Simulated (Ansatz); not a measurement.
in.yaml

```yaml
crystal:
  periodic: [false, false, false]
  atoms:
    - {symbol: Al, position_ang: [-0.101503, 0.000000, 0.000000]}
    - {symbol: H, position_ang: [-0.894427, 1.373384, 0.000000]}
    - {symbol: H, position_ang: [-0.894427, -1.373384, 0.000000]}
    - {symbol: H, position_ang: [1.583497, 0.000000, 0.000000]}
    - {symbol: H, position_ang: [2.922497, 0.000000, 0.000000]}
basis:
  gaussian: {orbitals: cc-pVTZ}
magnetization: {spin_polarized: false, initial_magnetization: 1}
correlation: {method: sc_nevpt2, electrons: outside_noble_gas, active_space: {window: {electrons: 3, orbitals: 3}}}
```

```sh
$ ansatz run in.yaml --threads 2 --pin off --events-out ev --progress --plain --max-ram 16896MiB --backend cuda --devices 0, --max-vram 18GiB
```

Output:

```
516 factors; integrals over basis functions are off by at most 1.4e-3 eV
mean field evaluation 1: about -6641.8604 eV, gradient 9.0e0 eV
mean field evaluation 2: about -6641.8664 eV, gradient 9.0e0 eV
mean field evaluation 4: about -6642.9171 eV, gradient 1.4e0 eV
mean field evaluation 8: about -6642.9766 eV, gradient 4.1e-4 eV
mean field -6642.97663208 eV, -244.1248884575 hartree, gradient 2.5e-6 eV, S^2 0.750000; 0 other end points of the search recorded, 0 dependent functions left out
reference -6642.97663208 eV, -244.1248884575 hartree; 9, 8 occupied and 81, 82 virtual orbitals, 516 factors
state -6643.43141358 eV, -244.1416013695 hartree
state -6643.43141358 eV, -244.1416013695 hartree; corrected -6645.79654394 eV, -244.2285183070 hartree
Total energy: -6645.79654394 eV, -244.2285183070 hartree
```

Natural occupations: 1.9713 0.9996 0.0291.

For the same geometry and basis UCCSDT(Q) lies 802.6 meV lower.

Ran on 2 threads of AMD EPYC 7R13 with a shared H100 80 GB, shared host: 2.8 s wall, 0.81 GiB peak host memory.
